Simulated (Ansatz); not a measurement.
Lattice constant a of some tetrahedrally bonded semiconductors and semimetals

Method: PBE0 (plane waves, PAW; Ansatz, a first-principles code). References are measured values corrected to a static lattice or taken at low temperature (these still hold zero-point motion). The table is a random draw of 14 from 17 solids with such references.

Values in Å.

```tsv
solid	reference	PBE0	error (%)
zinc-blende InP	5.858*	5.895	+0.63
zinc-blende InSb	6.468*	6.538	+1.08
diamond-structure Ge	5.644*	5.678	+0.60
diamond	3.553* (3.543–3.555)	3.545	-0.23
diamond-structure Si	5.421*	5.436	+0.28
zinc-blende CuCl	5.409¶	5.442	+0.61
zinc-blende AlP	5.451*	5.473	+0.40
zinc-blende GaP	5.439*	5.460	+0.39
zinc-blende GaAs	5.64*	5.677	+0.66
grey tin (α-Sn)	6.477*	6.544	+1.03
zinc-blende InAs	6.047*	6.101	+0.89
zinc-blende BP	4.525*	4.523	-0.04
wurtzite ZnO	3.248	3.248	0.00
cubic BN	3.593*	3.597	+0.11
```

Over these 14 solids the mean error is +0.46 %, the mean absolute error 0.50 % (median 0.50 %), and the worst case zinc-blende InSb at +1.08 %; the value is above the reference in 11 of 14 cases. Over all 17, from unrounded values, the mean error is +0.40 % and the mean absolute error 0.46 % (median 0.40 %).

A star marks references brought to a static lattice; the others are low-temperature values that still hold zero-point motion, which matters most for light elements.

Spin–orbit coupling is left out, also for the solids with elements from indium on (zinc-blende InP, zinc-blende InSb, grey tin (α-Sn), zinc-blende InAs); its size isn't shown.

¶ marks references of a special kind: zinc-blende CuCl, 5.409 Å (measured, low temperature, extrapolated to low temperature; as tabulated in arXiv:1206.3780).

Brackets give the range of the sources taken for a reference, where it is wide; it can hold other temperatures.

Differences are worked out from the printed values.

Ansatz's density-functional and Hartree–Fock values are scalar-relativistic unless marked +SOC, with PAW data made under PBE.

Ansatz's runs of these crystals have no spin polarisation.

Not in this set, of the tetrahedrally bonded semiconductors and semimetals with a reference value in our tables and a result at some level: 22 for a reference at room or unstated temperature; 2 for a high-temperature or high-pressure phase; 1 for a cell known from the COD alone. These can be a level's best or worst cases. At least 6 more with a reference value are held back for tests. Solids without a released value at any level aren't counted. Layered and molecular crystals are counted apart. The metals Ce to Yb are counted apart.

References as tabulated in Mejia-Rodriguez and Trickey (2018), arXiv:1807.09216; arXiv:1206.3780; Goldzak et al. (2022), arXiv:2208.04865.
